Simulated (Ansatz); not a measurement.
Consider the atomization: `[SiH3][N][SiH3]`• → 6 H• + N• + 2 Si•.

Isolated molecules relaxed with PBE0-D4/def2-TZVP in Ansatz; ΔE leaves out vibrations. CCSD(T)/CBS is the MP2 limit (def2-TZVPP, def2-QZVPP) plus CCSD(T) − MP2 in def2-TZVPP, frozen cores. This one scheme is used for every species, atoms too. DFT in def2-TZVPP. No spin–orbit coupling; open shells (•) take unrestricted orbitals. Spin–orbit coupling would lower the free atoms: a little for Si.

CCSD(T)/CBS gives +2613.7 kJ/mol.

Another level gave +2600.7 kJ/mol. Which?
A. BHLYP/def2-TZVPP
B. r2SCANh/def2-TZVPP
C. CCSD/def2-TZVPP
D. SCS-MP2/def2-TZVPP

B. r2SCANh 2600.7, CCSD/def2-TZVPP 2513.8, BHLYP 2579.1, SCS-MP2/def2-TZVPP 2555.4 kJ/mol.

Largest T1 diagnostic among the species: 0.018.

The D4 term adds +26.5 kJ/mol with B3LYP and +13.8 kJ/mol with PBE0; it sums over pairs of atoms, weighted by their polarisabilities, and B3LYP, whose exchange is more repulsive, gets the larger term. From r2SCAN to r2SCAN0 (25 % exact exchange), in def2-TZVPP and without D4, ΔE moves by −28.1 kJ/mol: exact exchange takes away binding that semilocal exchange gives to molecules.

B3LYP here is the variant with VWN-RPA as its local correlation; programs differ in this.

For atomizations the MP2-based limit and the directly extrapolated one differ by several kJ/mol either way, and by 10 to 25 for some Ge, Se and Sn compounds, so smaller differences from it don't rank the levels.
